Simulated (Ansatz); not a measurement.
**CoCl₃: from a trial structure to a relaxed crystal**

Theory: DFT PBE, scalar-relativistic, plane waves, PAW (Ansatz). Cutoff 420 eV, Γ-centred k mesh, Gaussian smearing, collinear spin, first started from parallel moments.

CoCl₃ was placed on the TiAl3 (D0_22) structure type (I4/mmm, No. 139), with Co in place of Ti, Cl in place of Al, at a guessed volume.

```
CELL_PARAMETERS angstrom
-2.14430 2.14430 4.78986
2.14430 -2.14430 4.78986
2.14430 2.14430 -4.78986
ATOMIC_POSITIONS crystal
Co 0.00000 0.00000 0.00000
Cl 0.50000 0.50000 0.00000
Cl 0.25000 0.75000 0.50000
Cl 0.75000 0.25000 0.50000
```

Cell and atoms relax at zero pressure; the relaxation can't lower the symmetry of the start.

The zero of energy is the elements' standard structures at the same level (Cl₂ as a molecule); no fitted shifts are applied.

Which crystal results?

It keeps I4/mmm (No. 139), but not the shape of the type it started on. Conventional cell: a = 3.638 Å, c = 13.644 Å. Co is coordinated by 4 Cl at 2.57 Å; Cl on Wyckoff site b (1 atom of the primitive cell) has 4 Co at 2.57 Å; Cl on Wyckoff site d (2 atoms of the primitive cell) has 4 Cl at 2.57 Å.

```xyz
4
Lattice="-1.8188 1.8188 6.8221 1.8188 -1.8188 6.8221 1.8188 1.8188 -6.8221" Properties=species:S:1:pos:R:3 pbc="T T T"
Co    0.0000    0.0000    0.0000
Cl    0.0000    0.0000    6.8221
Cl    1.8188    0.0000    3.4110
Cl    0.0000    1.8188    3.4110
```

What are its volume, energy, gap and moment?

The volume per atom is 22.6 Å³ and the density is 3.0 g/cm³. The energy over the elements is 0.35 eV/atom, the gap on the 16×16×16 mesh is 0 eV (a metal) and the net moment per atom is 0.57 μB. The largest site moment is 2.13 μB.

The final run used a 16×16×16 mesh on its 4-atom cell and 0.10 eV smearing. For metals, differences of a few meV/atom aren't resolved. No dispersion correction is applied, so the spacing between layers, chains or molecules is poorly fixed, and with it the volume and density. A structure relaxed within its symmetry needn't be a true minimum. The steps took roughly 21 core-minutes in all.